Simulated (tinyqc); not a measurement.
Worked calculation: Pariser-Parr-Pople SCF with singles CI, for the molecule c1ccoc1 (SMILES; centres numbered as the heavy atoms are written). One step of it, computed by the program tinyqc.

Task: Singles CI, triplets. Over the 4 single excitations with the smallest orbital gaps: A = (e_a - e_i) delta - (ij|ab), with (pq|rs) = sum c_mp c_mq gamma_mn c_nr c_ns.

orbital energies (eV): -16.469873  -11.797727  -10.758577  0.424580  2.240728

coefficients:
```
         MO1        MO2        MO3        MO4        MO5
1C  0.224298   0.595296   0.343896  -0.308682  -0.617871
2C  0.224324   0.595490  -0.343512  -0.308381   0.618038
3C  0.399010   0.143174  -0.617909   0.565906  -0.343847
4O  0.762183  -0.500139  -0.000178  -0.411021   0.000063
5C  0.399046   0.142747   0.618000   0.566064   0.343561
```

repulsion gamma_rs (eV):
```
           1C         2C         3C         4O         5C
1C  11.130000   7.552804   5.520570   5.923873   7.552804
2C   7.552804  11.130000   7.554850   5.923004   5.518526
3C   5.520570   7.554850  11.130000   8.700754   5.519866
4O   5.923873   5.923004   8.700754  21.500000   8.702264
5C   7.552804   5.518526   5.519866   8.702264  11.130000
```

Give: triplet CI matrix; triplet excitation energies.

Result:

triplet CI matrix (eV):
```
         3>4      2>4      3>5      2>5
3>4   3.3905  -0.0004  -0.0003  -0.7025
2>4  -0.0004   4.3687  -0.7025   0.0005
3>5  -0.0003  -0.7025   5.6338   0.0003
2>5  -0.7025   0.0005   0.0003   5.9550
```

triplet excitation energies (eV): 3.2107  4.0559  5.9466  6.1348
